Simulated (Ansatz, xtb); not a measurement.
Two isomers of C2H3FS

We compare X, `F/C=C\S`, a singlet, with Y, `C=C(F)S`, a singlet. Both are isolated molecules in the gas phase, relaxed with r2SCAN-D4/def2-SVP; the shapes shown needn't be the lowest conformers.

X (Å):

```xyz
7

C    -1.0790   -0.8582   -0.2822
C    -1.6551    0.3178   -0.0085
F    -1.5488   -2.0096    0.2278
S    -3.0568    0.5815    1.0104
H    -0.2037   -0.9924   -0.9227
H    -1.2320    1.2235   -0.4501
H    -3.2370   -0.7214    1.3232
```

Y (Å):

```xyz
7

C    -1.1842   -0.2753   -0.8818
C    -1.9648   -0.2410    0.2014
F    -2.8827    0.7219    0.3655
S    -1.9825   -1.4635    1.4733
H    -0.4073   -1.0336   -0.9769
H    -1.3350    0.4552   -1.6794
H    -2.2239   -0.5869    2.4755
```

**Question.** Estimate E(Y) − E(X) at the level CCSD(T)/def2-TZVP.

**Answer.** CCSD(T)/def2-TZVP gives E(Y) − E(X) = −0.28 kcal/mol, slightly favouring structure Y, which is too small a margin to settle the true order.

Level by level:

```csv
level,geometry,E(Y) − E(X) (kcal/mol),departure from the last row (kcal/mol),"job, with rough time for the two"
GFN2-xTB,GFN2-xTB,+0.43,+0.71,"optimisation, 0.18 s"
HF/STO-3G,GFN2-xTB,−1.42,−1.14,"single point, 0.37 s"
r2SCAN-D4/def2-SVP//GFN2-xTB,GFN2-xTB,+0.52,+0.81,"single point, 2.5 s"
r2SCAN-D4/def2-SVP,r2SCAN-D4/def2-SVP,−0.03,+0.25,"optimisation, 34 s"
HF/def2-TZVP,r2SCAN-D4/def2-SVP,−0.20,+0.08,part of the CCSD(T) run
MP2/def2-TZVP,r2SCAN-D4/def2-SVP,−0.33,−0.05,part of the CCSD(T) run
CCSD(T)/def2-TZVP,r2SCAN-D4/def2-SVP,−0.28,,"single point, 51 s"
```

As drawn, both hold the same kinds of bond in the same numbers.

The largest departure from CCSD(T)/def2-TZVP is that of HF/STO-3G, 1.14 kcal/mol.

With harmonic frequencies from r2SCAN-D4/def2-SVP (ideal gas, rigid rotor, one conformer each, 298.15 K, 1 atm): on the last row, ΔE + ΔZPE = −0.73, ΔH = −0.71, ΔG = −0.68 kcal/mol.

The correlated steps freeze 8 core orbitals. Mirror images aren't counted in ΔG. Programs: Ansatz 0.2.0, xtb 6.7.1; the last row on 2 threads of Intel(R) Xeon(R) Processor @ 2.70GHz on a shared host.
